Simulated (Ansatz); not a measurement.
Relaxation of C₃H₂O (6 atoms, charge 0, multiplicity 1), to a largest force component of 0.02 eV/Å in at most 50 steps.

All numbers below come from RKS r2SCAN/def2-SVP (Ansatz).

```xyz
6
Properties=species:S:1:pos:R:3
C 0.262 0.595 0.249
C 0.825 -0.035 -0.577
O -0.317 -0.813 -0.319
C -0.744 0.106 0.593
H 1.022 1.376 0.273
H -1.696 0.185 1.224
```

Q: Where does it end, and by what steps?

A: The forces met the threshold. After 12 steps the energy has fallen by 8.096 eV; C2 moved furthest, 0.49 Å. The start is strongly strained (largest force component 29 eV/Å), so its close contacts needn't be bonds. Parted: C1–O3.

```tsv
step	energy less start (eV)	largest force component (eV/Å)	accepted
0	0.0000	28.547	yes
1	-5.6499	10.007	yes
2	-7.3110	1.691	yes
3	-7.4765	1.182	yes
4	-7.6124	3.115	yes
5	-7.8014	2.299	yes
6	-8.0335	1.254	yes
7	-8.0892	0.227	yes
8	-8.0939	0.140	yes
9	-8.0962	0.058	yes
10	-8.0964	0.038	yes
11	-8.0964	0.036	yes
12	-8.0964	0.007	yes
```

```xyz
6
Properties=species:S:1:pos:R:3
C 0.596 0.674 0.363
C 0.394 -0.094 -0.806
O -0.399 -1.127 -0.149
C -0.573 -0.035 0.639
H 0.935 1.694 0.539
H -1.601 0.301 0.858
```

Time of the run: 32 s on 1 thread of Intel(R) Xeon(R) Platinum 8259CL CPU @ 2.50GHz (Skylake/Cascade Lake) (shared host), peak memory 0.13 GiB.
